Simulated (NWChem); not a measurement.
System: C₄H₄S cation, doublet; SMILES of the neutral closed-shell parent c1ccsc1

Input file for NWChem:

```
start job
memory heap 200 mb stack 900 mb global 1100 mb
charge 1
geometry units angstroms noautosym nocenter noautoz
  C      0.808509    -1.236035     0.000000
  C     -0.560584    -1.379358     0.000000
  C     -1.220840    -0.118859     0.000000
  S     -0.139992     1.215456     0.000000
  C      1.193301     0.134276     0.000000
  H      1.533935    -2.052321     0.000000
  H     -1.101189    -2.328258     0.000000
  H     -2.303006     0.047388     0.000000
  H      2.217618     0.520913     0.000000
end
basis spherical
  * library def2-svp
end
dft
  odft
  mult 2
  xc pbe0
  iterations 150
end
cosmo
  do_cosmo_smd true
  solvent water
end
task dft energy
```

NWChem printed, in part:

```
             Northwest Computational Chemistry Package (NWChem) 7.3.0
             --------------------------------------------------------

                             Geometry "geometry" -> ""
                             -------------------------

 Output coordinates in angstroms (scale by  1.889725989 to convert to a.u.)

  No.       Tag          Charge          X              Y              Z
 ---- ---------------- ---------- -------------- -------------- --------------
    1 C                    6.0000     0.80850900    -1.23603500     0.00000000
    2 C                    6.0000    -0.56058400    -1.37935800     0.00000000
    3 C                    6.0000    -1.22084000    -0.11885900     0.00000000
    4 S                   16.0000    -0.13999200     1.21545600     0.00000000
    5 C                    6.0000     1.19330100     0.13427600     0.00000000
    6 H                    1.0000     1.53393500    -2.05232100     0.00000000
    7 H                    1.0000    -1.10118900    -2.32825800     0.00000000
    8 H                    1.0000    -2.30300600     0.04738800     0.00000000
    9 H                    1.0000     2.21761800     0.52091300     0.00000000

 Effective nuclear repulsion energy (a.u.)     200.9733609201

                                 NWChem DFT Module
                                 -----------------

 Summary of "ao basis" -> "ao basis" (spherical)
 ------------------------------------------------------------------------------
       Tag                 Description            Shells   Functions and Types
 ---------------- ------------------------------  ------  ---------------------
 C                          def2-svp                 6       14   3s2p1d
 S                          def2-svp                 8       18   4s3p1d
 H                          def2-svp                 3        5   2s1p

 in cosmo_initialize ...
 calling solv_data for solv:h2o

 solvent parameters
 solvname_short: h2o
 solvname_long:  water
 dielec:       78.4000
 dielecinf:     1.7769
 aqueous SMD model solvent descriptors
 dielec:       78.4000
 sola:          0.8200

          ---------------
          -cosmo- solvent
          ---------------
 Cosmo: York-Karplus, doi: 10.1021/jp992097l
 dielectric constant -eps-     =  78.40
 screen = (eps-1)/(eps    )    =   0.98724
 surface charge correction     = lagrangian

   van der Waals surface
 --------------------------

[...]

                                COSMO-SMD solvation results
                                ---------------------------

             internal energy in gas <Psi(g)|H|Psi(g)> =      -552.125136145145
         internal energy in solvent <Psi(s)|H|Psi(s)> =      -552.124173511156
                               delta internal energy  =         0.000962633989 (    0.60 kcal/mol)
   total free energy in solvent <Psi(s)|H+V/2|Psi(s)> =      -552.219971720939
 polarization energy contribution <Psi(s)|V/2|Psi(s)> =        -0.095798209783 (  -60.11 kcal/mol)
    total free energy in solvent including G(SMD-CDS) =      -552.215372198057
                       G(SMD-CDS) energy contribution =         0.004599522882 (    2.89 kcal/mol)
     1 M fixed-concentration free energy of solvation =        -0.090236052912 (  -56.62 kcal/mol)

                    DFT Final Alpha Molecular Orbital Analysis
                    ------------------------------------------

 Vector   20  Occ=1.000000D+00  E=-4.287164D-01
              MO Center= -8.6D-02,  6.9D-01, -3.4D-10, r^2= 3.0D+00
   Bfn.  Coefficient  Atom+Function         Bfn.  Coefficient  Atom+Function
  ----- ------------  ---------------      ----- ------------  ---------------
    54      0.410913  4 S  py                51      0.381468  4 S  py
    45      0.236084  4 S  s                 46      0.212972  4 S  s
    48      0.210657  4 S  py                33     -0.195018  3 C  py
    19      0.179163  2 C  py                65     -0.169636  5 C  py
     5      0.164060  1 C  py                44     -0.163339  4 S  s

 Vector   21  Occ=1.000000D+00  E=-3.395495D-01
              MO Center=  5.5D-03, -1.9D-01,  4.8D-10, r^2= 2.6D+00
   Bfn.  Coefficient  Atom+Function         Bfn.  Coefficient  Atom+Function
  ----- ------------  ---------------      ----- ------------  ---------------
    34      0.419835  3 C  pz                66     -0.419544  5 C  pz
    37      0.292840  3 C  pz                69     -0.292735  5 C  pz
    20      0.182932  2 C  pz                 6     -0.180473  1 C  pz
    23      0.105431  2 C  pz                 9     -0.103840  1 C  pz
    59      0.065625  4 S  d  1

 Vector   22  Occ=1.000000D+00  E=-3.308876D-01
              MO Center= -4.3D-03, -6.5D-02,  7.6D-10, r^2= 3.0D+00
   Bfn.  Coefficient  Atom+Function         Bfn.  Coefficient  Atom+Function
  ----- ------------  ---------------      ----- ------------  ---------------
    55      0.467356  4 S  pz                52      0.352127  4 S  pz
     6     -0.311889  1 C  pz                20     -0.309932  2 C  pz
     9     -0.200762  1 C  pz                23     -0.199572  2 C  pz
    49      0.194891  4 S  pz

 Vector   23  Occ=0.000000D+00  E=-1.018628D-01
              MO Center= -1.8D-02,  5.8D-02,  4.2D-10, r^2= 3.1D+00
   Bfn.  Coefficient  Atom+Function         Bfn.  Coefficient  Atom+Function
  ----- ------------  ---------------      ----- ------------  ---------------
    55      0.513087  4 S  pz                37     -0.398443  3 C  pz
    69     -0.399013  5 C  pz                34     -0.379163  3 C  pz
    66     -0.379654  5 C  pz                52      0.263478  4 S  pz
     9      0.230479  1 C  pz                23      0.230161  2 C  pz
     6      0.216653  1 C  pz                20      0.216339  2 C  pz

[...]
```

Level: PBE0/def2-SVP, spin-unrestricted, SMD on the gas-phase geometry. In the optimisation the excess spin sits in a" (Cs, its own frame). Geometry: optimised at PBE0/def2-SVP, spin-unrestricted. The spin multiplicity was typed, not searched, and may not be the lowest. No stability test was run on the SCF state. Solvent: water.
